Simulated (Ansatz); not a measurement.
`CC(O)(S)S`, relaxed with RKS PBE0-D4/def2-TZVP in the Gaussian-basis code of Ansatz from a PBE-D4/def2-SVP geometry. The force threshold is 0.005 eV/Å; the program also tests the step.

The species carries charge 0 and has multiplicity 1.

Start:

```xyz
11

C    -1.274   -0.073    0.517
C     0.205   -0.028    0.153
O     0.927   -0.275    1.317
S     0.535    1.661   -0.593
S     0.670   -1.377   -1.069
H    -1.504    0.732    1.244
H    -1.494   -1.050    0.989
H    -1.910    0.051   -0.379
H     1.877   -0.234    1.093
H     1.761    1.330   -1.091
H     0.208   -0.737   -2.180
```

| step | energy (eV) | largest force (eV/Å) | largest move (Å) |
| --- | --- | --- | --- |
| 1 | -25879.7620 | 0.670 | 0.000 |
| 2 | -25879.8109 | 0.300 | 0.021 |
| 3 | -25879.8209 | 0.112 | 0.023 |
| 4 | -25879.8219 | 0.068 | 0.014 |
| 5 | -25879.8222 | 0.020 | 0.006 |
| 6 (rejected) | -25879.8222 | 0.041 | 0.028 |
| 7 | -25879.8225 | 0.011 | 0.014 |
| 8 | -25879.8226 | 0.010 | 0.013 |
| 9 (rejected) | -25879.8135 | 0.307 | 0.028 |
| 10 | -25879.8226 | 0.005 | 0.003 |

End:

```xyz
11

C    -1.258   -0.073    0.503
C     0.209   -0.031    0.139
O     0.922   -0.304    1.303
S     0.554    1.636   -0.545
S     0.665   -1.346   -1.067
H    -1.484    0.723    1.217
H    -1.477   -1.035    0.967
H    -1.881    0.049   -0.382
H     1.861   -0.186    1.128
H     1.731    1.316   -1.107
H     0.158   -0.749   -2.156
```

It took 30 s on 4 threads of an Arm Neoverse V2 on a shared host, with 0.58 GiB of host memory at the peak.
